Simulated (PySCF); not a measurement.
Gas-phase reaction: 2 (CH3)2SiH2 + C2H4 ⇌ 2 (CH3)3SiH

Energies from PySCF (xtb for GFN2), thermal terms from the rigid-rotor harmonic-oscillator model, ideal gas at 1 bar. † marks an energy on the PBE0/def2-TZVP geometry and frequencies; other levels use their own. MP2 freezes the core. 6-31G* has spherical d functions here. All species are closed-shell singlets. B3LYP is the form with VWN-RPA correlation. MP2 isn't extrapolated to the basis-set limit; its ΔH°(298 K) is -175.4 kJ in def2-SVP and -189.3 kJ in def2-TZVPP. The harmonic model lacks anharmonicity and excited electronic states, which grow with temperature; levels with a mode under 35 cm⁻¹ are left out. Internal rotation in (CH3)2SiH2, (CH3)3SiH is treated as a harmonic vibration of one conformer, which makes the entropy rough.

ΔH° and ΔS° at 298 K: B3LYP/def2-TZVP† -152 kJ, -151 J/K; GFN2-xTB -85 kJ, -142 J/K; HF/6-31G* -148 kJ, -152 J/K; HF/def2-TZVP† -138 kJ, -151 J/K; M06-2X/def2-TZVP† -183 kJ, -151 J/K; MP2/def2-SVP† -175 kJ, -151 J/K.

Question: With the heat capacities included, give log10 K (1 bar) at 600, 1000, 1200, 1600, 1800 K from B3LYP/def2-TZVP†, GFN2-xTB, HF/6-31G*, HF/def2-TZVP†, M06-2X/def2-TZVP†, MP2/def2-SVP†.

Answer: 
```
T (K)  B3LYP/def2-TZVP†  GFN2-xTB  HF/6-31G*  HF/def2-TZVP†  M06-2X/def2-TZVP†  MP2/def2-SVP†
-----  ----------------  --------  ---------  -------------  -----------------  -------------
600                 5.5       0.1        5.1            4.3                8.2            7.5
1000                0.4      -2.7        0.1           -0.3                2.0            1.6
1200               -0.8      -3.4       -1.1           -1.4                0.5            0.2
1600               -2.3      -4.2       -2.5           -2.8               -1.3           -1.6
1800               -2.8      -4.5       -3.0           -3.2               -1.9           -2.1
```
